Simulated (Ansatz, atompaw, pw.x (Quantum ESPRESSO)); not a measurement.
**What a changed setting does to a pw.x run (diamond Si)**

Potential: PAW, atompaw 4.2.0.5, LDA (PW92); core [Ne], reference 3s2 3p2; waves: 3s (bound): rc 1.75 bohr; 3s channel at -0.4 Ry: rc 1.85 bohr; 3p (bound): rc 1.80 bohr; 3p channel at 0.5 Ry: rc 1.80 bohr; 3d channel at 0.5 Ry: rc 1.85 bohr; local part: bessel scheme, radius 1.65 bohr; core correction: smooth core density matched at 1.60 bohr; augmentation: sinc compensation charge, radius 1.50 bohr; PAW radius 1.85 bohr; waves and projectors: custom rrkj gramschmidtortho.

The reference run (k-mesh 9³, cutoffs 40/400 Ry, Fermi–Dirac 0.01 Ry, mixing_beta 0.4, conv_thr 1e-9, no spin) gives 0.20 GPa at 19.694 Å³/atom, where all-electron LAPW gives -0.03 GPa. This run, with its own iteration cap, changes ecutrho/ecutwfc to 1, a wrong or extreme entry chosen on purpose.

```
&control
  calculation='scf', prefix='x', pseudo_dir='./', outdir='./tmp', tstress=.true., disk_io='none'
/
&system
  ibrav=0, nat=2, ntyp=1, ecutwfc=40, ecutrho=40, nbnd=11,
  occupations='smearing', smearing='fd', degauss=0.01
/
&electrons
  conv_thr=1e-09, mixing_beta=0.4, electron_maxstep=70
/
ATOMIC_SPECIES
Si 1.0 Si.UPF
CELL_PARAMETERS angstrom
  0.00000000 2.70050288 2.70050288
  2.70050288 0.00000000 2.70050288
  2.70050288 2.70050288 0.00000000
ATOMIC_POSITIONS crystal
Si 0.0000 0.0000 0.0000
Si 0.2500 0.2500 0.2500
K_POINTS automatic
9 9 9 0 0 0
```

```bash
pw.x < Si.scf.in > Si.scf.out
```

How does the run end?

It stops with "set_cutoff: ecutrho <= ecutwfc?!?".

```
Error in routine set_cutoff (1):
     ecutrho <= ecutwfc?!?
```

The run took about 0.5 s on one core of a shared host (Intel(R) Xeon(R) 6975P-C, 32 threads, 248 GiB, load 9).
